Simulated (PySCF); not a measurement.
Computed with PySCF and rigid-rotor harmonic-oscillator thermochemistry at 1 bar. 'Table' is the NASA 1993 thermochemical table (part measured, part estimated). All species are closed-shell singlets. The harmonic model lacks anharmonicity and excited electronic states, which grow with temperature; levels with a mode under 35 cm⁻¹ are left out.

Harmonic frequencies at PBE/def2-SVP (cm⁻¹): 989. Point group D∞h; S°(298 K) = 202.5 J/mol/K at this level.

Task: Work out Cp and S° of gaseous F2 at 500, 800, 1200, 1600, 2000 K from these, and set them beside the table.

Result: 
```tsv
T (K)	Cp PBE/def2-SVP	Cp table	S° PBE/def2-SVP	S° table
500	33.5	34.2	219.1	219.7
800	35.5	36.3	235.3	236.4
1200	36.5	37.7	250.0	251.4
1600	36.9	38.6	260.5	262.3
2000	37.1	38.9	268.8	271.0
```
Units J/mol/K.
